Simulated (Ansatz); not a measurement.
`C=CCC=O` at its PBE0-D4/def2-TZVP geometry, where that method's forces vanish. Charge 0, multiplicity 1.

```xyz
11

C    -0.6209    1.6381    0.6923
C    -0.6121    0.3306    0.4838
C     0.5934   -0.4447    0.0805
C     0.3876   -1.3598   -1.0952
O    -0.6589   -1.5445   -1.6502
H     0.2743    2.2407    0.5710
H    -1.5246    2.1566    0.9896
H    -1.5288   -0.2406    0.5972
H     0.9404   -1.0937    0.9000
H     1.4438    0.2104   -0.1429
H     1.3060   -1.8932   -1.4262
```

(1) What forces (eV/Å) does B3LYP-D4/def2-TZVPP give on these atoms in the Gaussian-basis code of Ansatz? (Best estimate.)

Answers

(1) Computed: 
```
C1  -0.022  0.146  0.026
C2  -0.176 -0.014  0.054
C3   0.190 -0.004  0.101
C4   0.273 -0.082 -0.018
O5  -0.251 -0.057 -0.152
H6  -0.068 -0.029  0.011
H7   0.068 -0.020 -0.020
H8   0.065  0.042 -0.003
H9  -0.005  0.030 -0.028
H10 -0.035 -0.032  0.016
H11 -0.039  0.020  0.012
```

B3LYP here is the variant with VWN-RPA as its local correlation; programs differ in this.
